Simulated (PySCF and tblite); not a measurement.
C₅H₁₃N, numbered as in [CH3:1][NH:2][C:3]([CH3:4])([CH3:5])[CH3:6].

Level: CAM-B3LYP-D3(BJ)/def2-TZVP (IEF-PCM, chloroform)//PBE0-D3(BJ)/def2-SVP, thermal terms from GFN2-xTB, symmetry numbers and mirror pairs counted. Conformers within 3 kcal/mol (GFN2-xTB free energy) were kept, 8 at most. GIAO shieldings: PBE0/pcSseg-1 (IEF-PCM, chloroform). Shifts are against TMS (¹H), TMS (¹³C), NH3 (¹⁵N) at the same level. Run with PySCF (density fitting) and tblite.

Torsions listed: C1–N2–C3–C4. Of a mirror pair one member is shown.

```json
{"conformer": "1", "shape": "60°", "weight %": "100.0", "dipole D": "1.13"}
```

(1) How do the computed shifts compare with measured ones?

Answers

(1) 
```tsv
nucleus	signal	leading conformer	average	measured	medium
¹³C	C3	49.7	49.7	50.4	not stated per compound (mostly CDCl3 or CCl4)
¹³C	C4/C5/C6	29.8	29.8	28.2	not stated per compound (mostly CDCl3 or CCl4)
```

Measured values: Pretsch, Buehlmann, Badertscher, Structure Determination of Organic Compounds, 4th ed. (2009). Mean difference for ¹³C: 0.45 ppm, scatter 1.15 ppm. The computed shifts are unscaled and lack vibrational corrections.


¹⁵N shifts are against a computed isolated NH3 molecule, about 20 ppm from the liquid.